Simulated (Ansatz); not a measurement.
Relaxation of FH$_{6}$PSi (9 atoms, charge 0, multiplicity 1), to a largest force component of 0.03 eV/Å in at most 50 steps.

Level of theory: RKS CAM-B3LYP-D4/def2-SVP (Ansatz).

```xyz
9
Properties=species:S:1:pos:R:3
Si 0.309 0.002 -0.114
F 0.540 -0.025 1.479
H 1.638 0.148 -0.758
H -0.554 1.154 -0.462
H -0.318 -1.275 -0.525
P -2.808 0.195 1.209
H -2.738 -0.952 0.367
H -3.551 -0.489 2.213
H -1.558 -0.071 1.834
```

Q: Where does it end, and by what steps?

A: The forces met the threshold. The force dipped under the threshold on the way, but the program's further checks kept it going. After 31 steps the energy has fallen by 0.136 eV; H8 moved furthest, 0.97 Å.

| step | energy less start (eV) | largest force component (eV/Å) | accepted |
| --- | --- | --- | --- |
| 0 | 0.0000 | 0.723 | yes |
| 2 | -0.1069 | 0.355 | yes |
| 4 | -0.1187 | 0.028 | yes |
| 6 | -0.1213 | 0.085 | yes |
| 8 | -0.1232 | 0.120 | yes |
| 10 | -0.1247 | 0.026 | yes |
| 12 | -0.1255 | 0.068 | yes |
| 14 | -0.1260 | 0.042 | yes |
| 16 | -0.1268 | 0.125 | yes |
| 18 | -0.1280 | 0.005 | yes |
| 20 | -0.1288 | 0.062 | yes |
| 22 | -0.1301 | 0.094 | yes |
| 24 | -0.1312 | 0.220 | no |
| 26 | -0.1329 | 0.139 | yes |
| 28 | -0.1351 | 0.064 | yes |
| 30 | -0.1342 | 0.127 | no |
| 31 | -0.1355 | 0.020 | yes |

```xyz
9
Properties=species:S:1:pos:R:3
Si 0.452 -0.081 -0.202
F 0.477 0.278 1.383
H 1.843 -0.003 -0.711
H -0.403 0.914 -0.894
H -0.090 -1.451 -0.370
P -3.248 0.079 1.746
H -3.076 -0.048 0.336
H -3.126 -1.322 1.971
H -1.868 0.325 1.984
```

Whether the end is a true minimum wasn't checked by a vibrational analysis.

Time of the run: 78 s on 2 threads of Arm Neoverse N1 (shared host), peak memory 0.17 GiB.
